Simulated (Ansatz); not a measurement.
**CH4OS: ionisation energy by level of theory**

The task here is to estimate one member of a computed series from the others.

The runs use Ansatz 0.2.0, Gaussian basis; unrestricted cation, the program's frozen cores in correlated methods.

Plan: UKS PBE-D4/def2-TZVPP; UKS r2SCAN-D4/def2-TZVPP; UKS PBE0-D4/def2-TZVPP; UKS B3LYP-D4/def2-TZVPP; UKS wB97X-V/def2-TZVPP; UKS wB97M-V/def2-TZVPP; UKS B2PLYP/def2-TZVPP; UHF-CCSD(T)/def2-TZVPP; UHF-MP2/def2-QZVPP; extrapolation to the limit; then −ε(HOMO) from the neutral's earlier runs with LDA (SPW92), PBE-D4, revPBE-D4, BLYP-D4, r2SCAN-D4, B97M-V, PBE0-D4, B3LYP-D4, r2SCANh-D4, r2SCAN0-D4, HSE06-D4, BHLYP-D4, CAM-B3LYP-D4, LC-ωPBE, ωB97X-V, ωB97M-V.

**The geometry**

All runs share one geometry, relaxed beforehand with PBE0-D4 in a triple-zeta def2 set.

SMILES `OCS`, 7 atoms, charge 0, spin multiplicity 1.

Atoms are counted from 1 here; the program's logs count them from 0.

Bond lengths: O1–C2 1.405 Å, O1–H4 0.962 Å, C2–S3 1.793 Å, C2–H5 1.097 Å, C2–H6 1.095 Å, S3–H7 1.343 Å. Angles: C2–O1–H4 108.2°, O1–C2–S3 110.6°, O1–C2–H5 112.1°, O1–C2–H6 111.7°, S3–C2–H5 104.5°, S3–C2–H6 109.2°, H5–C2–H6 108.4°, C2–S3–H7 96.4°.

Set-up of the first run:

The input, in.yaml:

```yaml
crystal:
  periodic: [false, false, false]
  atoms:
    - {symbol: O, position_ang: [-0.822197, -0.780751, -0.516506]}
    - {symbol: C, position_ang: [-0.046462, 0.328571, -0.139634]}
    - {symbol: S, position_ang: [1.657366, -0.158308, 0.136166]}
    - {symbol: H, position_ang: [-1.733923, -0.489206, -0.616132]}
    - {symbol: H, position_ang: [0.009435, 1.082797, -0.934231]}
    - {symbol: H, position_ang: [-0.435852, 0.806956, 0.764782]}
    - {symbol: H, position_ang: [1.432833, -0.858057, 1.259854]}
basis:
  gaussian: {orbitals: def2-TZVPP}
total_charge: 1
magnetization: {spin_polarized: true, initial_magnetization: 1}
hamiltonian: {xc: pbe, dispersion: d4}
```

Launch:

```sh
$ ansatz run in.yaml --threads 2 --pin off --events-out ev --progress --plain --max-ram 4352MiB
```

Among the steps run: Cation, UKS PBE-D4/def2-TZVPP; Cation, UKS r2SCAN-D4/def2-TZVPP; Cation, UKS PBE0-D4/def2-TZVPP; Cation, UKS B3LYP-D4/def2-TZVPP; Cation, UKS wB97X-V/def2-TZVPP; Cation, UKS wB97M-V/def2-TZVPP; Cation, UKS B2PLYP (frozen core)/def2-TZVPP; Cation, UHF-CCSD(T)/def2-TZVPP; Cation, UHF-MP2/def2-QZVPP.

One of the session's tables, all rows but one given; the rest of the session is left out.

It belongs to the step «Ionisation energies side by side». For comparison, −ε(HOMO) of the neutral from earlier runs:

| functional | −ε(HOMO) (eV) |
| --- | --- |
| LDA (SPW92) | ? |
| PBE-D4 | 5.84 |
| revPBE-D4 | 5.79 |
| BLYP-D4 | 5.69 |
| r2SCAN-D4 | 6.10 |
| B97M-V | 6.19 |
| PBE0-D4 | 7.10 |
| B3LYP-D4 | 6.86 |
| r2SCANh-D4 | 6.57 |
| r2SCAN0-D4 | 7.27 |
| HSE06-D4 | 6.69 |
| BHLYP-D4 | 8.22 |
| CAM-B3LYP-D4 | 8.47 |
| LC-ωPBE | 9.90 |
| ωB97X-V | 9.51 |
| ωB97M-V | 9.35 |

Estimate the missing values for LDA (SPW92).

As computed: −ε(HOMO) (eV): 5.96. In the column «−ε(HOMO) (eV)» it lies between PBE-D4 (5.84) and r2SCAN-D4 (6.10).

Caveats from the session: The cation may have settled in a state other than its lowest; no search over hole states beyond the program's own was made.
